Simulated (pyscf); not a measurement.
**Insertion: `[SiH][Cl]` [singlet] + `[NH3]` → `[NH2][SiH2][Cl]`**

Gas phase, singlet surface, charge 0. Bonds broken: N4–H5. Bonds formed: Si1–N4, Si1–H5. Optimised with ωB97X-D3(BJ)/def2-SVP in PySCF. Correlated levels are frozen-core, on RHF or UHF. ΔMP2 is the change of the MP2 total energy from the triple- to the quadruple-zeta basis.

Transition state (Å):

```xyz
7

Si     0.0448     0.5837    -0.5437
Cl     2.0129    -0.1087    -0.7350
H      0.0571     1.4271     0.6919
N     -1.0345    -0.8091     0.0936
H     -1.4669     0.0847    -0.8648
H     -1.2726    -1.0088     1.0689
H     -1.0431    -1.6595    -0.4680
```

One imaginary mode, 1627i cm⁻¹; descent along it reached the two sides named, in the forms told below.

```json
[
 {"bond": "N4–H5", "change": "breaks", "reactant side (Å)": "1.023", "saddle": "1.380", "product side": "2.6"},
 {"bond": "Si1–N4", "change": "forms", "reactant side (Å)": "2.058", "saddle": "1.874", "product side": "1.716"},
 {"bond": "Si1–H5", "change": "forms", "reactant side (Å)": "2.6", "saddle": "1.624", "product side": "1.483"}
]
```

Electronic energies relative to the separated reactants (eV):

| level | barrier | reaction energy | reverse barrier |
|---|---|---|---|
| ωB97X-D3(BJ)/def2-TZVP | 0.52 | -2.84 | 3.36 |
| PBE/def2-TZVP | 0.24 | -2.52 | 2.77 |
| r²SCAN/def2-TZVP | 0.20 | -2.84 | 3.04 |
| B3LYP-D3(BJ)/def2-TZVP | 0.52 | -2.62 | 3.14 |
| PBE0-D3(BJ)/def2-TZVP | 0.34 | -2.75 | 3.08 |
| M06-2X/def2-TZVP | 0.55 | -2.71 | 3.26 |
| ωB97M-D3(BJ)/def2-TZVP | 0.62 | -2.62 | 3.24 |
| HF/def2-TZVP | 1.38 | -2.68 | 4.06 |
| MP2/def2-QZVPP | 0.46 | -2.85 | 3.31 |
| CCSD/def2-TZVPP | 0.81 | -2.61 | 3.41 |
| CCSD(T)/def2-TZVPP | 0.66 | -2.61 | 3.27 |
| CCSD(T)/def2-TZVPP + ΔMP2(QZVPP) | 0.62 | -2.65 | 3.27 |

With CCSD(T)/def2-TZVPP + ΔMP2(QZVPP) energies and thermal terms (ideal gas, 1 atm, RRHO with modes under 100 cm⁻¹ raised to 100, one conformer, R ln 2 for rigid chiral ones), in eV:

| T (K) | ΔH‡ | ΔG‡ | ΔH | ΔG |
|---|---|---|---|---|
| 298 | 0.57 | 1.02 | -2.62 | -2.16 |
| 600 | 0.57 | 1.48 | -2.59 | -1.69 |
| 900 | 0.60 | 1.92 | -2.54 | -1.25 |
| 1200 | 0.64 | 2.35 | -2.49 | -0.83 |

On the reactant side the descent ends in an adduct with a N–Si contact, 1.28 eV under the separated species and 1.80 eV under the saddle at ωB97X-D3(BJ)/def2-TZVP. What is counted as formed (N–Si) is already present as a longer contact in the reactant adduct; forming that adduct is a step of its own. The same reactants have a lower exit, to H₂N–SiH: [singlet] + HCl (barrier +0.22 eV at ωB97M-D3(BJ), against +0.62 eV here). One saddle was located; it need not be the lowest between these sides. The CCSD(T) − MP2 part came from Ansatz, without density fitting, on the same reference.
